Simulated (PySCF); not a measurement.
Isomers of C3H3NS, one conformer each; single-point electronic energies without zero-point terms and without any empirical dispersion term.

Level: wB97X-D/pcSseg-2 in PySCF, non-relativistic, each on one gas-phase PBE0-D3(BJ)/def2-TZVP geometry that isn't relaxed in the solvent. The solvent is an IEF-PCM continuum (Bondi radii, 1.10 Å for H, scaled by 1.2). Specific hydrogen bonds and non-electrostatic terms are outside this model.

```
     isomer  relative energy, gas (kJ/mol)  dipole (D)
`C1=CSC=N1`                            0.0        1.66
  `c1cnsc1`                            9.3        2.52
  `C=CSC#N`                          109.5        3.69
```

Task: How do the relative energies look in chloroform (ε = 4.711)?

Result: 
| isomer | relative energy, solvent (kJ/mol) | E(solvent) − E(gas) (kJ/mol) | dipole in solvent (D) |
| --- | --- | --- | --- |
| `C1=CSC=N1` | 0.0 | -13.9 | 2.15 |
| `c1cnsc1` | 10.1 | -13.1 | 3.20 |
| `C=CSC#N` | 107.4 | -16.0 | 4.56 |

The order is unchanged. Conformers: `[CH2:1]=[CH:2][S:3][C:4]#[N:5]` with C1–C2–S3–C4 0°. `C=CSC#N` gains most from the continuum, and it has the largest gas-phase dipole. The gains span 2.9 kJ/mol, the gas-phase energies 109.5 kJ/mol.
